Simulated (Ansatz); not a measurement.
Reaction (isomerisation): `OCCCO` → `CC(O)CO`

Computed with Ansatz on PBE0-D4/def2-TZVP structures; ΔE is electronic, products minus reactants. CBS: MP2 limit from def2 TZ/QZ plus the TZ coupled-cluster correction, frozen cores. DFT in def2-TZVPP. B3LYP here is the variant with VWN-RPA as its local correlation; programs differ in this. HSE06 is defined as in plane-wave codes. One conformer a species, not always the lowest.

`OCCCO`:

Cartesian coordinates in Å:
```
O 1.458 0.694 -1.290
C 0.046 0.664 -1.232
C -0.491 0.336 0.149
C -0.088 -1.045 0.630
O -0.620 -1.360 1.901
H 1.766 1.423 -0.746
H -0.381 1.612 -1.583
H -0.260 -0.108 -1.944
H -1.584 0.406 0.138
H -0.137 1.093 0.863
H 1.004 -1.144 0.619
H -0.486 -1.802 -0.052
H -0.226 -0.769 2.548
```

`CC(O)CO`:

Cartesian coordinates in Å:
```
C 0.155 1.335 0.927
C 0.523 0.095 0.148
O 0.837 -0.927 1.069
C -0.600 -0.357 -0.759
O -0.164 -1.546 -1.396
H 0.980 1.624 1.579
H -0.721 1.146 1.552
H -0.063 2.168 0.255
H 1.398 0.307 -0.486
H 0.896 -1.741 0.556
H -1.496 -0.543 -0.152
H -0.827 0.425 -1.496
H -0.917 -1.985 -1.796
```

```
             level  ΔE (kcal/mol)  difference from CCSD(T)/CBS
       LDA (SPW92)           -7.4                         -1.1
            PBE-D4           -5.8                          0.5
         revPBE-D4           -5.7                          0.6
           BLYP-D4           -5.7                          0.6
         r2SCAN-D4           -6.5                         -0.2
            B97M-V           -6.6                         -0.3
           PBE0-D4           -5.9                          0.4
          B3LYP-D4           -5.8                          0.5
        r2SCANh-D4           -6.5                         -0.2
        r2SCAN0-D4           -6.4                         -0.1
          HSE06-D4           -5.8                          0.5
          BHLYP-D4           -6.0                          0.3
      CAM-B3LYP-D4           -6.2                          0.1
           ωB97M-V           -6.3                          0.0
            B2PLYP           -5.9                          0.4
          PBE-QIDH           -6.2                          0.1
               PBE           -5.6                          0.7
            revPBE           -4.8                          1.5
            r2SCAN           -6.5                         -0.2
              PBE0           -5.7                          0.6
             B3LYP           -5.4                          0.9
           r2SCANh           -6.4                         -0.1
           r2SCAN0           -6.4                         -0.1
             HSE06           -5.7                          0.6
             BHLYP           -5.8                          0.5
         CAM-B3LYP           -6.0                          0.3
RPA@PBE/def2-TZVPP           -5.6                          0.7
       HF/def2-SVP           -5.7                          0.6
     CCSD/def2-SVP           -6.4                         -0.1
  CCSD(T)/def2-SVP           -6.5                         -0.2
     HF/def2-TZVPP           -5.2                          1.1
    MP2/def2-TZVPP           -6.5                         -0.2
SCS-MP2/def2-TZVPP           -6.0                          0.3
   CCSD/def2-TZVPP           -6.0                          0.3
CCSD(T)/def2-TZVPP           -6.1                          0.2
     HF/def2-QZVPP           -5.2                          1.1
    MP2/def2-QZVPP           -6.5                         -0.2
SCS-MP2/def2-QZVPP           -6.0                          0.3
      HF/CBS(def2)           -5.2                          1.1
    CCSD/CBS(def2)           -6.1                          0.2
       CCSD(T)/CBS           -6.3                            0
```

Largest T1 diagnostic among the species: 0.010.

In def2-TZVPP, CCSD(T) changes the Hartree–Fock value by −0.9 kcal/mol (the triples alone add −0.2 kcal/mol) and MP2 by −1.2 kcal/mol. Leaving LDA and LC-ωPBE aside and taking each functional with its dispersion term where it has one, the values spread over 1.0 kcal/mol, from B97M-V to BLYP-D4. LDA lies −1.9 kcal/mol from PBE without D4.
